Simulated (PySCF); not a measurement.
H₂O, SMILES O (connectivity only; charge and spin as stated), charge +1, multiplicity 2. Atoms are numbered in the order given.

```xyz
3

O      0.0000     0.0000    -0.1160
H      0.0000    -0.8247     0.4641
H      0.0000     0.8247     0.4641
```
Charge +1, spin multiplicity 2.

Geometry optimised at B3LYP-D3(BJ)/def2-TZVPD. The multiplicity is an assumed one; other spin states were not compared.

These are PySCF with PBE0/pcH-1 values and carry that method's errors.

Unrestricted Kohn–Sham, ⟨S²⟩ = 0.753. Hyperfine tensors hold the contact and dipolar terms, without spin-orbit corrections.

Computed hyperfine couplings:
```tsv
nucleus	A(iso) (MHz)	A(iso) (G)	dipolar principal values (MHz)
17O no. 1	-69.5	-24.8	-313.0, 154.1, 158.9
1H no. 2	-74.9	-26.7	-65.2, -24.7, 89.9
1H no. 3	-74.9	-26.7	-65.2, -24.7, 89.9
```

And the g tensor (effective nuclear charges for spin-orbit coupling, GIAO)? (Estimate from the structure and the level; the computed values follow.)

principal values 2.0021, 2.0065, 2.0159; isotropic 2.0082.
